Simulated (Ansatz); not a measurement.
A run of Ansatz (development build ahead of 0.2.0) on triplet C2H4O2 at this shape:

```xyz
8

C     0.8296   -0.0649    0.4170
O     1.2825    0.1989   -0.6592
O    -0.4638   -0.1788    0.7041
C    -1.3601    0.0358   -0.3759
H     1.4255   -0.2534    1.3346
H    -2.3696   -0.0948    0.0300
H    -1.2433    1.0500   -0.7858
H    -1.1788   -0.6876   -1.1847
```

Its results:

| Quantity | Value |
| --- | --- |
| Converged | yes |
| Total energy | -227.44901 hartree |
| Spin squared of the determinant | 2.015 |
| Stability test | minimum |

Forces (eV/Å):
```csv
atom,Fx,Fy,Fz
C1,-2.089,-2.890,12.255
O2,4.007,2.435,-9.962
O3,-2.341,0.252,-1.476
C4,0.179,-0.114,0.523
H5,0.219,0.349,-1.485
H6,0.319,0.070,-0.253
H7,-0.140,-0.230,0.158
H8,-0.153,0.128,0.241
```

**Question.** Which input gives this output? Name the method, the orbitals and the basis set, and write the input.

**Answer.** UHF in def2-SVP.

```yaml
crystal:
  periodic: [false, false, false]
  atoms:
    - { symbol: C, position_ang: [0.8296, -0.0649, 0.417] }
    - { symbol: O, position_ang: [1.2825, 0.1989, -0.6592] }
    - { symbol: O, position_ang: [-0.4638, -0.1788, 0.7041] }
    - { symbol: C, position_ang: [-1.3601, 0.0358, -0.3759] }
    - { symbol: H, position_ang: [1.4255, -0.2534, 1.3346] }
    - { symbol: H, position_ang: [-2.3696, -0.0948, 0.03] }
    - { symbol: H, position_ang: [-1.2433, 1.05, -0.7858] }
    - { symbol: H, position_ang: [-1.1788, -0.6876, -1.1847] }
basis:
  gaussian: { orbitals: def2-SVP }
magnetization:
  spin_polarized: true
  initial_magnetization: 2
hamiltonian:
  xc: hf
output:
  forces: true
```

Caution: another spin multiplicity may lie lower.
